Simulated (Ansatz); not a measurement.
Process, species as SMILES: Cl[C](Cl)Cl → C atom + 3 Cl atom
B3LYP-D3(BJ)/def2-TZVP geometries, fixed; electronic energies without zero-point terms.
Largest species:
```xyz
4

C     -0.0036     0.0008     0.2630
Cl    -0.0098     1.6900    -0.0363
Cl     1.4691    -0.8362    -0.0083
Cl    -1.4580    -0.8541    -0.0482
```
Charge 0, spin multiplicity 2.

Effect of a fitting basis named in the input at wB97M-V/aug-cc-pV(T+d)Z with Ansatz (a first-principles code), against the last row, where the atomisation energy is 246.82 kcal/mol. Open shells are unrestricted. The default fits or decomposes integrals by the program's own choice; accuracy: high also tightens integrals, grids and stops.

| setting | largest shift of a total energy (mEh) | shift of the atomisation energy (kcal/mol) |
|---|---|---|
| fitting: def2-SV(P)-JKFIT | -0.052 | -0.050 |
| fitting: def2-universal-JKFIT | -0.052 | -0.050 |
| fitting: cc-pVTZ-JKFIT | -0.034 | -0.017 |
| fitting: cc-pVQZ-JKFIT | -0.042 | -0.012 |
| fitting: cc-pV5Z-JKFIT | -0.040 | -0.013 |
| accuracy: high | -0.035 | -0.004 |
| accuracy: medium (default) | 0.000 | 0.000 |

Within 0.02 kcal/mol in the atomisation energy: fitting: cc-pVTZ-JKFIT; fitting: cc-pVQZ-JKFIT; fitting: cc-pV5Z-JKFIT; accuracy: high. The largest shift is 0.052 mEh in a total energy and 0.050 kcal/mol in the difference.
